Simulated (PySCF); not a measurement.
Compound: C₃H₃FN₂.
Geometry (PBE0-D3(BJ)/def2-SVP, Å), atoms numbered from 1 in this order:
```
atom  x, y, z in Å
F1     2.2395    0.4807   -0.0412
C2     0.9607    0.1446   -0.0228
C3     0.4214   -1.1532   -0.1120
N4    -0.9037   -1.1008   -0.0598
N5    -1.1994    0.1846    0.0589
C6    -0.1161    1.0004    0.0879
H7     0.9461   -2.1020   -0.2102
H8    -2.1697    0.4648    0.1160
H9    -0.1788    2.0809    0.1831
```

NICS = −σ at a ghost point: NICS(0) at the centroid of the ring atoms, NICS(1) 1 Å to either side along the normal of their mean plane, zz for the tensor component along that normal. Level: GIAO PBE/pcSseg-2 (PySCF, non-relativistic, gas phase) on the PBE0-D3(BJ)/def2-SVP geometry, one conformer.

Ring bond lengths (Å): C2–C3 1.408, C3–N4 1.327, N4–N5 1.324, N5–C6 1.356, C6–C2 1.380.

Problem. Give the NICS values of each ring in ppm.

Solution. 
```csv
ring,type,NICS(0),"NICS(1), two faces","NICS(1)zz, two faces",rms pucker (Å),"centre to ring atoms, mean (Å)"
C2–C3–N4–N5–C6,5-membered ring with 2 N; formal bonds all aromatic,-14.8,-10.3 / -10.3,-29.9 / -29.9,0.00,1.16
```

Problem. What do they say, and how far can they be read as aromaticity?

Solution. 
- C2–C3–N4–N5–C6: mean NICS(1)zz -29.9 ppm, shielded, aromatic by this magnetic criterion (flat ring, no four-coordinate atom).

Problem. How equal are the bonds by HOMA? HOMA takes Krygowski's 1993 parameters.

Solution. 
- C2–C3–N4–N5–C6: HOMA 0.96; the largest term is that of C2–C3, α(R − Ropt)² = 0.11. The geometric and the magnetic index point the same way.

Problem. At the first NICS(1) probe listed for ring C2–C3–N4–N5–C6, 1 Å off the ring, how large is the induced field along the normal in 7.05 T applied along it?

Solution. NICSzz × B0 = -29.9 ppm × 7.05 T = -211 μT, against the applied field.

Problem. How shielded are the nuclei of the rings and their hydrogens (means over atoms taken as equivalent)?

Solution. 
```tsv
atoms	environment	σ isotropic (ppm)
C2	aromatic C–F carbon	15.5
C3	aromatic CH next to a ring nitrogen	48.7
N4	pyridine-type nitrogen	-66.7
N5	pyrrole-type nitrogen	49.9
C6	aromatic CH next to a ring nitrogen	65.0
H7	aromatic hydrogen	23.89
H8	N–H hydrogen	22.29
H9	aromatic hydrogen	24.05
```

Problem. How do the values depend on the level or the medium?

Solution. 
```
             level  NICS(0), C2–C3–N4–N5–C6  mean NICS(1)zz, C2–C3–N4–N5–C6
 PBE/pcSseg-2, gas                    -14.8                           -29.9
PBE0/pcSseg-1, gas                    -15.7                           -30.6
```

The geometry is the same throughout.

Hardware: one thread, Arm Neoverse V2 (aarch64), no GPU (shared host). Cost: 34 s of wall time, 0.73 GiB resident at most. This is the whole shielding run at PBE/pcSseg-2, SCF included.
